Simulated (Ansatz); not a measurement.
in.yaml

```yaml
crystal:
  periodic: [false, false, false]
  atoms:
    - {symbol: C, position_ang: [-1.212979, 0.028666, 0.000000]}
    - {symbol: H, position_ang: [-1.576185, 1.055967, 0.000000]}
    - {symbol: H, position_ang: [-1.576185, -0.484985, 0.889668]}
    - {symbol: H, position_ang: [-1.576185, -0.484984, -0.889669]}
    - {symbol: H, position_ang: [-0.085979, 0.028666, 0.000000]}
    - {symbol: O, position_ang: [1.127021, 0.028666, 0.000000]}
    - {symbol: H, position_ang: [1.378880, -0.911284, 0.000000]}
basis:
  gaussian: {orbitals: cc-pVDZ}
magnetization: {spin_polarized: true, initial_magnetization: 1}
hamiltonian: {xc: {name: PBE0}}
output: {orbitals: {seedname: orbitals}}
```

```sh
$ ansatz run in.yaml --threads 1 --pin off --events-out ev --progress --plain --max-ram 4096MiB --backend cpu
```

(1) Roughly how long does this take on 1 thread of AMD EPYC 7R13, shared host, and how much host memory?

```
614 factors; their error is unknown
mean field evaluation 1: about -3155.3898 eV, gradient 3.0e1 eV
mean field evaluation 2: about -3155.2824 eV, gradient 3.1e1 eV
mean field evaluation 4: about -3159.2057 eV, gradient 1.5e0 eV
mean field evaluation 8: about -3159.2147 eV, gradient 5.9e-2 eV
mean field evaluation 16: about -3159.2082 eV, gradient 1.4e-5 eV
mean field -3159.20820852 eV, -116.0987602749 hartree, gradient 1.4e-5 eV, S^2 0.755713; 1 other end points of the search recorded, 0 dependent functions left out
reference -3159.20822811 eV, -116.0987609949 hartree; 10, 9 occupied and 43, 44 virtual orbitals, 614 factors
Total energy: -3159.20822811 eV, -116.0987609949 hartree
```

Results:

(1) 1.1 s wall and 0.23 GiB.
